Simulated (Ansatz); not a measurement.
Ansatz (a program for electronic structure) input:

Ansatz 0.2 input:
```yaml
crystal:
  periodic: [false, false, false]
  atoms:
    - {symbol: O, position_ang: [0.18079969, 1.35809733, -0.27389077]}
    - {symbol: C, position_ang: [0.01481803, 0.05795521, 0.48622585]}
    - {symbol: H, position_ang: [0.27730306, 1.99334323, 0.43466644]}
    - {symbol: C, position_ang: [-1.30430824, -0.50114073, -0.00064997]}
    - {symbol: C, position_ang: [1.12259101, -0.83120874, -0.03526909]}
    - {symbol: H, position_ang: [-1.34571266, -0.63816707, -1.11781867]}
    - {symbol: H, position_ang: [1.09460006, -0.97005936, -1.15262913]}
    - {symbol: H, position_ang: [-2.14719011, 0.14726524, 0.26486815]}
    - {symbol: H, position_ang: [2.11509679, -0.43242283, 0.20406769]}
    - {symbol: H, position_ang: [-1.49493930, -1.48572808, 0.44625857]}
    - {symbol: H, position_ang: [1.05583988, -1.83264425, 0.40987234]}
basis:
  gaussian:
    orbitals: def2-TZVPD
hamiltonian:
  xc: {name: r2SCANh}
total_charge: -1
output: {forces: true}
```

### Question
Which total energy does the run end on?

### Answer
-193.64106 Eh (r2SCANh/def2-TZVPD). The basis has 214 functions.

It need not be the lowest isomer of its formula. Whether it binds its extra electron was not tested at this geometry.
